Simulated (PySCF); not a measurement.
PySCF input file for CN, SMILES [C]#N, multiplicity 2, PBE0/pcH-1. The structure is a stationary point at B3LYP-D3(BJ)/def2-TZVPD.

```python
import numpy as np
from pyscf import gto, scf, dft
from pyscf.prop.hfc import uks as hfc
from pyscf.prop.gtensor import uks as gtensor

mol = gto.M(
    atom='''
    C     0.00000000    0.00000000   -0.62575725
    N     0.00000000    0.00000000    0.53636336
    ''',
    basis='pcH-1',
    charge=0,
    spin=1,
    max_memory=1600,
    verbose=3,
)
mf = dft.UKS(mol, xc='pbe0')
mf.grids.level = 3
mf.conv_tol = 1e-10
mf.max_cycle = 100
mf.kernel()
fine, coarse = mf.grids, dft.Grids(mol).set(level=1).build(with_non0tab=True)
for _ in range(3):  # follow internal instabilities
    mf.grids = coarse
    mo, _, stable, _ = mf.stability(return_status=True, nroots=4)
    mf.grids = fine
    if stable:
        break
    mf.kernel(mf.make_rdm1(mo, mf.mo_occ))
A = hfc.HFC(mf).make_fcdip(mf.make_rdm1())  # Fermi contact and dipolar terms, MHz
print('atom   A(iso)/MHz   principal dipolar parts/MHz')
for i, a in enumerate(A):
    w = np.linalg.eigvalsh((a + a.T) / 2)
    print(f'{mol.atom_symbol(i):2s}{i + 1:3d} {w.mean():12.2f}', (w - w.mean()).round(2))
gt = gtensor.GTensor(mf)
gt.dia_soc2e, gt.para_soc2e, gt.so_eff_charge = None, None, True
gt.max_cycle_cphf = 60
g = gt.kernel()
```

Output:

```

WARN: HOMO -0.315395805853965 >= LUMO -0.315395805853942

converged SCF energy = -92.6024263301283  <S^2> = 0.76224064  2S+1 = 2.0122034
<class 'pyscf.dft.uks.UKS'> wavefunction is stable in the internal stability analysis
atom   A(iso)/MHz   principal dipolar parts/MHz
C   1       612.01 [-59.18 -59.18 118.37]
N   2       -23.51 [-21.76 -21.76  43.53]
SOC(1e)/OZ [-2.03458374e-03 -2.03458374e-03 -4.75954284e-19]
free electron g 2.00231930436182
g-tensor total [2.00016385 2.00016385 2.0021914 ]
g-shift (ppt) [-2.15545542 -2.15545542 -0.12790675]
```

Self-consistency was reached.
